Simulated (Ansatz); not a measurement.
Relaxation of AlFH$_{4}$S (7 atoms, charge 0, multiplicity 1), to a largest force component of 0.03 eV/Å in at most 50 steps.

Theory: Ansatz, RHF/def2-TZVP.

```xyz
7
Properties=species:S:1:pos:R:3
Al 0.053 -0.504 -0.494
F -0.015 -0.074 2.358
H 1.370 0.325 -0.645
H -1.373 -0.068 -0.971
S 0.312 -2.572 0.349
H -0.939 -2.992 0.181
H 0.101 -0.979 2.396
```

Task: Where does it end, and by what steps?

Result: The forces met the threshold. After 9 steps the energy has fallen by 0.150 eV; F2 moved furthest, 0.51 Å. Joined: Al1–F2 (2.89 → 2.10 Å).

```
step  energy less start (eV)  largest force component (eV/Å)  accepted
   0                  0.0000                           0.341       yes
   1                 -0.0092                           1.398       yes
   2                 -0.0382                           2.217       yes
   3                 -0.1026                           1.477       yes
   4                 -0.1050                           1.129       yes
   5                 -0.1358                           0.232       yes
   6                 -0.1300                           0.295        no
   7                 -0.1487                           0.173       yes
   8                 -0.1489                           0.081       yes
   9                 -0.1501                           0.012       yes
```

```xyz
7
Properties=species:S:1:pos:R:3
Al 0.070 -0.493 -0.205
F -0.067 -0.063 1.848
H 1.392 0.293 -0.523
H -1.362 -0.044 -0.671
S 0.352 -2.666 0.277
H -0.932 -3.009 0.208
H 0.055 -0.882 2.239
```

Whether the end is a true minimum wasn't checked by a vibrational analysis.

Time of the run: 5 s on 2 threads of AMD EPYC 9R45 (Zen 5) (shared host), peak memory 0.24 GiB.
